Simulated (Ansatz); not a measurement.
Results of LDA in Ansatz (plane waves, PAW) for solid bromine.

Run with plane-wave cutoff 520 eV, 10×10×4 k mesh (along the axes of the cell as run), Fermi–Dirac smearing 0.01 eV, scalar-relativistic PAW data made under PBE.

Cell (measured lattice):

```xyz
4
Lattice="3.3715 2.3342 0.0000 -3.3715 2.3342 0.0000 0.0000 0.0000 8.7002" Properties=species:S:1:pos:R:3 pbc="T T T"
Br     0.0000     4.0840     7.6801
Br     0.0000     2.9188     3.3300
Br     0.0000     1.7497     5.3702
Br     0.0000     0.5845     1.0201
```

Predict the band gap and smallest direct gap on the k points sampled.


- band gap: 1.48 eV
- smallest direct gap on the k points sampled: 1.49 eV

Note: cell and atoms aren't relaxed at this level (pressure -2.5 GPa).

Spin–orbit coupling is not included.

Ansatz is a program for electronic structure.
